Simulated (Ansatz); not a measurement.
# Al2BH3: the cost of one run

Method: UKS PBE-D4/def2-SVP, in Ansatz 0.2.0.

### 1 The starting structure

Bond lengths: B1–Al2 2.022 Å, B1–Al3 2.022 Å, Al2–Al3 2.688 Å, B1–H4 1.218 Å, Al2–H5 1.679 Å, Al3–H6 1.679 Å. Angles: B1–Al2–Al3 48.3°, B1–Al2–H5 169.1°, Al3–Al2–H5 141.4°, Al2–B1–Al3 83.3°, Al2–B1–H4 96.6°, Al3–B1–H4 96.6°, B1–Al3–Al2 48.3°, B1–Al3–H6 169.1°, Al2–Al3–H6 141.5°.

Coordinates:

```xyz
6

B    -0.6241   -1.1305   -0.3723
Al    1.0217   -0.0927   -0.9219
Al   -0.5208    0.0355    1.2763
H    -1.4299   -0.4466   -0.9780
H     2.3017    0.6905   -1.6745
H    -0.7486    0.9438    2.6704
```

### 2 Preparing the start

Input file input.yaml:

```yaml
crystal:
  periodic: [false, false, false]
  atoms:
    - { symbol: B, position_ang: [-0.62413, -1.13049, -0.37228] }
    - { symbol: Al, position_ang: [1.02174, -0.09271, -0.92188] }
    - { symbol: Al, position_ang: [-0.52079, 0.03555, 1.27627] }
    - { symbol: H, position_ang: [-1.42992, -0.44665, -0.97802] }
    - { symbol: H, position_ang: [2.3017, 0.69045, -1.67446] }
    - { symbol: H, position_ang: [-0.74861, 0.94385, 2.67038] }
magnetization:
  spin_polarized: true
basis:
  gaussian: { orbitals: def2-SVP }
hamiltonian:
  xc: pbe
  dispersion: d4
relax:
  f_tol: 0.02
  max_steps: 40
output:
  orbitals: {}
```

Run with:

```sh
> ansatz run input.yaml --threads 1 --pin off --max-ram 2048MiB --backend cpu --events-out ev --progress --plain --runs-dir out
```

Q: Estimate wall time and peak memory on 1 thread of Arm Neoverse V2, shared host.

About 24 s, with a peak of 0.14 GiB.
